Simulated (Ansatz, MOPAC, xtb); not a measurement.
Barrier height from FH + F to the transition structure F2H, without zero-point energy, on the benchmark's geometries as Psi4's copy of the set gives them.
Transition structure (charge 0, multiplicity 2, Z-matrix in Å and degrees):
```
F
F 1 1.4804
H 1 1.6151 2 180.00
```

Open shells are unrestricted; no spin–orbit coupling.

The state that PM6 reach isn't checked.

Codes used: Ansatz (an electronic-structure program) with Gaussian orbitals; MOPAC for PM6 (differences of heats of formation); xtb for the GFN methods. Each number belongs to the level named beside it. The GFN methods have no spin term and hold the electronic entropy of 300 K.

Q: One of these levels gives 97.35 kcal/mol for the barrier height. Which one is it?
(A) BLYP/def2-TZVPPD
(B) GFN2-xTB
(C) PM6
(D) HF/aug-cc-pVTZ

A: C, PM6. The others give 74.13 (GFN2-xTB), 123.14 (HF/aug-cc-pVTZ), 81.43 (BLYP/def2-TZVPPD)

Doubts at one or more of the structures used: a spin-contaminated determinant (HF/aug-cc-pVTZ).
